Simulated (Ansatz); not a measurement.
**CN− (SMILES [C-]#N): functionals against CCSD(T) at one geometry**

A test off equilibrium: a structure displaced at random from a GFN2-xTB minimum is computed at several levels, and each is set against CCSD(T).

Program: Ansatz 0.2.0, Gaussian basis. Level of theory: single points in def2-TZVPPD. These are calculated values, not measurements.

Cores are frozen in the correlated methods.

## 1. The starting structure

2 atoms, charge -1, spin multiplicity 1.

Atoms are counted from 1 here; the program's logs count them from 0.

Bond lengths: C1–N2 1.250 Å.

Geometry (Å):

```xyz
2
charge -1, multiplicity 1
C     0.5876   -0.1900    0.1966
N    -0.5228    0.1235   -0.2831
```

## 2. CCSD(T)/def2-TZVPPD

Contents of run/in.yaml:

```yaml
crystal:
  periodic: [false, false, false]
  atoms:
    - {symbol: C, position_ang: [0.587600, -0.190000, 0.196600]}
    - {symbol: N, position_ang: [-0.522800, 0.123500, -0.283100]}
basis:
  gaussian: {orbitals: "def2-TZVPPD.json"}
total_charge: -1
correlation: {method: ccsd_t}
output: {forces: true}
```

The basis file named in the input lies beside it (Basis Set Exchange, JSON).

The command line of these runs was not kept.

## 3. PBE0-D4/def2-TZVPPD

Changes to run/in.yaml since step 2:

```diff
@@ -8,3 +8,3 @@
 total_charge: -1
-correlation: {method: ccsd_t}
-output: {forces: true}
+hamiltonian: {xc: pbe0, dispersion: d4}
+output: {forces: true, orbitals: {seedname: orbitals}}
```

## 4. wB97M-V/def2-TZVPPD

Changes to run/in.yaml since step 3:

```diff
@@ -8,3 +8,3 @@
 total_charge: -1
-hamiltonian: {xc: pbe0, dispersion: d4}
-output: {forces: true, orbitals: {seedname: orbitals}}
+hamiltonian: {xc: {name: wB97M-V}}
+output: {forces: true}
```

## 5. r2SCAN-D4/def2-TZVPPD

Changes to run/in.yaml since step 4:

```diff
@@ -8,3 +8,3 @@
 total_charge: -1
-hamiltonian: {xc: {name: wB97M-V}}
+hamiltonian: {xc: r2scan, dispersion: d4}
 output: {forces: true}
```

## 6. PBE-D4/def2-TZVPPD

Changes to run/in.yaml since step 5:

```diff
@@ -8,3 +8,3 @@
 total_charge: -1
-hamiltonian: {xc: r2scan, dispersion: d4}
+hamiltonian: {xc: pbe, dispersion: d4}
 output: {forces: true}
```

## 7. r2SCANh-D4/def2-TZVPPD

Changes to run/in.yaml since step 6:

```diff
@@ -8,3 +8,3 @@
 total_charge: -1
-hamiltonian: {xc: pbe, dispersion: d4}
+hamiltonian: {xc: {name: r2SCANh}, dispersion: d4}
 output: {forces: true}
```

## 8. B97M-V/def2-TZVPPD

Changes to run/in.yaml since step 7:

```diff
@@ -8,3 +8,3 @@
 total_charge: -1
-hamiltonian: {xc: {name: r2SCANh}, dispersion: d4}
+hamiltonian: {xc: {name: B97M-V}}
 output: {forces: true}
```

(Steps that only read results are left out.)

Q: Predict the outcome of this session. Wanted: RMS force component; RMS force error; HOMO and LUMO, PBE0-D4; T1 diagnostic.

**Answer**, as computed:

| quantity | value |
| --- | --- |
| RMS force component | 3.121 to 4.101 eV/Å over the methods |
| RMS force error | PBE0-D4 0.857, wB97M-V 0.980, r2SCAN-D4 0.595, PBE-D4 0.084, r2SCANh-D4 0.830, B97M-V 0.789 eV/Å |
| HOMO and LUMO, PBE0-D4 | -1.39 and 5.87 eV |
| T1 diagnostic | 0.020 |

On forces the order runs from PBE-D4 to wB97M-V. Frozen-core CCSD(T) forces in triple zeta carry basis errors of their own, and this is one geometry, so small gaps rank nothing.
